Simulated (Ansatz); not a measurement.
System: rock-salt HfC. Method: revPBE (Ansatz, a program for electronic structure, PAW).

Numerical settings: plane-wave cutoff 520 eV, 16×16×16 k mesh, Fermi–Dirac smearing 0.1 eV, perturbation theory, scalar-relativistic PAW data made under PBE.

Computed at the level's own relaxed cell.

Harmonic phonon frequencies (cm⁻¹; i marks an imaginary mode):

| q point | frequencies |
|---|---|
| Γ | 0 0 0 421 421 421 |
| X | [?] |
| U | [?] |
| L | 127 127 234 533 533 675 |
| W | [?] |

Task: Complete the blanks.

Result: 
- X, frequencies: 146 146 187 479 479 564
- U, frequencies: 143 179 185 512 561 592
- W, frequencies: 171 171 174 541 541 603

No imaginary mode appears at these points.
